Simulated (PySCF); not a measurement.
# Structure elucidation problem

The spectra below were simulated for a compound C5H6.

¹H NMR (300 MHz, computed): δ 6.57 (m, 1H), 6.20 (m, 1H), 5.40 (dq, J = 18.4, 2.3 Hz, 1H), 5.18 (m, 1H), 5.12 (dtd, J = 8.3, 2.6, 1.4 Hz, 2H).

¹³C{¹H} NMR (computed): δ 228.5 (C), 142.7 (CH), 121.5 (CH2), 100.5 (CH), 79.0 (CH2).

How the numbers were obtained: shielding tensors at B97-2/pcSseg-2 (GIAO), J couplings at B3LYP/pcJ-2 (without the spin–dipole term), geometry: PBE0-D3(BJ)/def2-TZVP, in PySCF (one averaged value for each set of equivalent atoms, no relativistic terms, single conformer, gas phase).

References, each an isolated molecule treated in the same way: ¹H (31.64 ppm) and ¹³C (185.38 ppm) against TMS.

Propose a structure and justify it.

## Answers


1. Rings plus π bonds: 3 (no ring in the answer).
2. 5 carbon signals for 5 carbons: no two carbons are equivalent.
3. Carbon types of the structure: 1 × C, 2 × CH, 2 × CH2, which accounts for all hydrogens.
4. δC 228.5: central carbon of an allene; the central sp carbon of an allene is among the most deshielded carbons of hydrocarbons.
5. δC 142.7: alkene CH; as expected for a trigonal carbon in a double bond.
6. δC 121.5: terminal =CH2 carbon; an sp2 carbon of a C=C bond.
7. δC 100.5, 79.0: terminal carbon of a cumulated C=C=C unit.
8. δH 6.57: hydrogen on an alkene CH; attached to an sp2 carbon and in the plane of the double bond.
9. δH 6.20, 5.12: hydrogen on a terminal carbon of a cumulated C=C=C unit; attached to an sp2 carbon and in the plane of the double bond.
10. δH 5.40, 5.18: hydrogen on a terminal =CH2 carbon; attached to an sp2 carbon and in the plane of the double bond.
11. The protons at 6.57 and 5.40 share a coupling of 18.4 Hz (vicinal, trans across C=C).
12. The protons at 6.20 and 6.57 share a coupling of 11.9 Hz (vicinal).

Structure: `C(C=C=C)=C`.

This is the structure that produced the data.

Multiplet labels drop couplings under 1 Hz and merge nearly equal ones. Shifts are as computed. Against solution values, carbons near 30 ppm lie about +3 ppm off and those near 130 ppm about +7 ppm. Of 1309 compounds with measured shifts, 239 miss one by over three times the rms of a fit or turn the order of signals round; such compounds aren't used in these exercises.
